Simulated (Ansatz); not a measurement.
A calculation with Ansatz (development build ahead of 0.2.0).

```yaml
crystal:
  periodic: [false, false, false]
  atoms:
    - { symbol: C, position_ang: [0.00989, 0.0436, -0.02238] }
    - { symbol: C, position_ang: [1.39727, -0.04642, 0.00738] }
    - { symbol: C, position_ang: [-0.72814, 1.20556, -0.04109] }
    - { symbol: C, position_ang: [-0.69919, -1.20615, 0.04568] }
    - { symbol: H, position_ang: [1.95764, -0.89067, -0.00802] }
    - { symbol: H, position_ang: [1.98673, 0.90692, -0.03918] }
    - { symbol: H, position_ang: [-1.75815, 1.27116, 0.00803] }
    - { symbol: H, position_ang: [-0.17762, 2.17817, 0.04997] }
    - { symbol: H, position_ang: [-1.8456, -1.25666, -0.01294] }
    - { symbol: H, position_ang: [-0.19112, -2.16287, -0.04499] }
basis:
  gaussian: { orbitals: def2-TZVP }
magnetization:
  spin_polarized: true
  initial_magnetization: 2
hamiltonian:
  xc: hf
```

The input is written out in the form of the current development build from the run's settings.

Output:

* Converged: yes
* Total energy: -154.94093 hartree
* Spin squared of the determinant: 2.188

Caution: the unrestricted determinant is spin contaminated.
